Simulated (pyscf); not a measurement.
PySCF, gas phase, ωB97X-D3(BJ)/def2-SVP geometries. MP2 and CC: frozen core, UHF for open shells. ΔMP2 is the change of the MP2 total energy from the triple- to the quadruple-zeta basis.

Task: What are the homolytic bond dissociation enthalpies (298 K) of HO–GaH₂ at CCSD(T)/def2-TZVPP + ΔMP2(QZVPP), weakest first?

Result: Ga–H to [HO–GaH]• + H•: 340.8 kJ/mol; Ga–O to OH• + GaH₂•: 466.3 kJ/mol; H–O to •O–GaH₂ + H•: 486.4 kJ/mol. Ring and multiple bonds, and those that leave no two simple radicals, are not listed. The radicals are drawn with the spin at the cut bond; how far it spreads was not checked. •O–GaH₂ lies 152.8 kJ/mol over its isomer [HO–GaH]•, and others may lie lower still (electronic energy, ωB97M-D3(BJ)). Other isomers of [HO–GaH]• were not searched in full and may lie lower. The CCSD(T) − MP2 part came from Ansatz, without density fitting, on the same reference. The frozen core leaves the outer d or s,p core shells of the metals and heavy elements correlated in the MP2 and CC values, and def2-TZVPP describes them poorly, which can shift differences by a few kcal/mol. Left out: the spin-orbit lowering of OH. Elements up to Kr have no core potential and no relativistic terms here.
